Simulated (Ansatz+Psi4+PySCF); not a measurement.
Results of a calculation; reference values are marked as such.
## Ansatz (development build ahead of 0.2.0) run

```yaml
crystal:
  periodic: [false, false, false]
  atoms:
    - { symbol: C, position_ang: [0.68745, 0.02963, -0.08201] }
    - { symbol: O, position_ang: [-0.67209, -0.12565, 0.03041] }
    - { symbol: H, position_ang: [-1.09185, 0.74028, -0.09517] }
    - { symbol: H, position_ang: [1.12278, 0.97526, 0.22599] }
    - { symbol: H, position_ang: [1.22113, -0.88812, 0.11801] }
basis:
  gaussian: { orbitals: cc-pVTZ }
magnetization:
  spin_polarized: true
  initial_magnetization: 1
hamiltonian:
  xc: hf
correlation:
  method: mp2
  frozen_orbitals: { C: 1, H: 0, O: 1 }
scf:
  omitted_lower_state_checks: [stability, starts, atomic_configurations, cluster_reference, orbital_swaps, given_window_search, neighbouring_geometries, increment]
```

The input is written out in the form of the current development build from the run's settings.

The run gave:

```
Converged                       : yes
Reference energy                : -114.46200 hartree
Correlation energy              : -0.39338 hartree
Total energy                    : -114.85538 hartree
Spin squared of the determinant : 0.761
```
